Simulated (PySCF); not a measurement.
## $^{19}$F chemical shifts

Method: σ from GIAO-PBE0/pcSseg-1, geometry from GFN2-xTB, in PySCF 2.14.0 with density-fitted response routines (isolated molecule, non-relativistic, a single conformation, equivalent nuclei averaged).

Shieldings were converted by a linear fit to measured shifts: $^{19}$F: δ = 146.13 − 0.903σ +14.6 on sp3 carbon (rms 6.0 ppm, 223 shifts, 7.0 ppm with the 5 outliers that the fit left out vs CFCl3, solution or neat liquid). A few per cent of atoms miss by over 2 rms, more outside the fitted compound classes.

**Question.** Give the $^{19}$F shifts of `COCC(F)(F)OC`, `COCC(F)(F)OC`, `CO[C@@H](F)COCF`, `FC(F)=C(F)F`, `CC(=O)[P@]1(=O)C(C)=C1F`.

**Answer.** 
```csv
compound,environment,δ (ppm)
COCC(F)(F)OC,fluorine of a CF2 group (×2),-85.7
COCC(F)(F)OC,fluorine of a CF2 group (×2),-85.7
[CH3:1][O:2][C@@H:3]([F:4])[CH2:5][O:6][CH2:7][F:8],F4: fluorine on an sp3 carbon,-135.3
[CH3:1][O:2][C@@H:3]([F:4])[CH2:5][O:6][CH2:7][F:8],F8: fluorine on an sp3 carbon,-160.4
FC(F)=C(F)F,vinylic fluorine (×4),-133.4
CC(=O)[P@]1(=O)C(C)=C1F,vinylic fluorine,-92.1
```
